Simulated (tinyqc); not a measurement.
Inside a calculation. Method: extended Hueckel theory, for LiF. One step of it, computed by the program tinyqc.

Question. Wolfsberg-Helmholz matrix. H_ij = K' S_ij (H_ii + H_jj)/2 for i != j (the diagonal keeps H_ii), with K' = 1.5.

overlap S, order 1Li 2s, 1Li 2px, 1Li 2py, 1Li 2pz, 2F 2s, 2F 2px, 2F 2py, 2F 2pz:
```
[[1.000000, 0.000000, 0.000000, 0.000000, 0.289951, 0.000000, 0.000000, -0.066651],
 [0.000000, 1.000000, 0.000000, 0.000000, 0.000000, 0.152474, 0.000000, 0.000000],
 [0.000000, 0.000000, 1.000000, 0.000000, 0.000000, 0.000000, 0.152474, 0.000000],
 [0.000000, 0.000000, 0.000000, 1.000000, 0.426463, 0.000000, 0.000000, -0.059717],
 [0.289951, 0.000000, 0.000000, 0.426463, 1.000000, 0.000000, 0.000000, 0.000000],
 [0.000000, 0.152474, 0.000000, 0.000000, 0.000000, 1.000000, 0.000000, 0.000000],
 [0.000000, 0.000000, 0.152474, 0.000000, 0.000000, 0.000000, 1.000000, 0.000000],
 [-0.066651, 0.000000, 0.000000, -0.059717, 0.000000, 0.000000, 0.000000, 1.000000]]
```

diagonal H_ii (eV): [-5.400000, -3.500000, -3.500000, -3.500000, -40.000000, -18.100000, -18.100000, -18.100000]

K = 1.500000

Give: H.

Answer.

H (eV), order 1Li 2s, 1Li 2px, 1Li 2py, 1Li 2pz, 2F 2s, 2F 2px, 2F 2py, 2F 2pz:
```
[[-5.4000, 0.0000, 0.0000, 0.0000, -9.8728, 0.0000, 0.0000, 1.1747],
 [0.0000, -3.5000, 0.0000, 0.0000, 0.0000, -2.4701, 0.0000, 0.0000],
 [0.0000, 0.0000, -3.5000, 0.0000, 0.0000, 0.0000, -2.4701, 0.0000],
 [0.0000, 0.0000, 0.0000, -3.5000, -13.9133, 0.0000, 0.0000, 0.9674],
 [-9.8728, 0.0000, 0.0000, -13.9133, -40.0000, 0.0000, 0.0000, 0.0000],
 [0.0000, -2.4701, 0.0000, 0.0000, 0.0000, -18.1000, 0.0000, 0.0000],
 [0.0000, 0.0000, -2.4701, 0.0000, 0.0000, 0.0000, -18.1000, 0.0000],
 [1.1747, 0.0000, 0.0000, 0.9674, 0.0000, 0.0000, 0.0000, -18.1000]]
```
